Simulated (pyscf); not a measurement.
CH₄ (SMILES C) + HS–ZnH (SMILES [SH][ZnH]) → H₃C–ZnH (SMILES [CH3][ZnH]) + H₂S (SMILES S), a four-centre exchange (singlet surface; C–H, S–Zn broken, C–Zn, H–S formed). Single points on ωB97X-D3(BJ)/def2-SVP structures (PySCF, gas phase). Energies in kcal/mol from the separated reactants.

Small-basis levels: PySCF, no dispersion term, spherical d functions. AM1 to PM7: differences of heats of formation from MOPAC, which are fitted to 298 K values and so differ in kind from electronic energies by zero-point and thermal terms. GFN2-xTB: tblite. Cost: rough CPU time at the saddle relative to B3LYP/6-31G*+LANL2DZ, from one job on a shared machine.

| level | barrier | reaction energy | cost |
|---|---|---|---|
| HF/STO-3G | 88.4 | +36.1 | 0.09 |
| HF/3-21G | 52.7 | +30.8 | 0.07 |
| SVWN5/6-31G*+LANL2DZ | 30.4 | +30.1 | 1 |
| B3LYP/3-21G | 31.3 | +21.9 | 0.7 |
| B3LYP/6-31G*+LANL2DZ | 49.8 | +31.6 | 1 |
| M06-2X/6-31G*+LANL2DZ | 46.2 | +33.2 | 2 |
| B3LYP/def2-SVP | 44.9 | +27.3 | 1 |
| GFN2-xTB | 42.7 | +30.7 | under 0.02 |
| PM3 | 14.2 | +28.1 | under 0.02 |
| ωB97M-D3(BJ)/def2-TZVP | 48.0 | +28.5 | – |

Against the last row the barrier runs from -33.7 (PM3) to +40.4 kcal/mol (HF/STO-3G). At PM3 this geometry lies under one side, so the entry may be no barrier of that level: it is a single point on another level's saddle. ωB97M-D3(BJ)/def2-TZVP has limits of its own. On the product side the descent ends in a complex, 6.0 kcal/mol under the separated species and 22.8 kcal/mol under the saddle at ωB97X-D3(BJ)/def2-TZVP. This is the saddle that the search found; another between the same sides may lie lower. In the def2 sets elements up to Kr have no core potential.
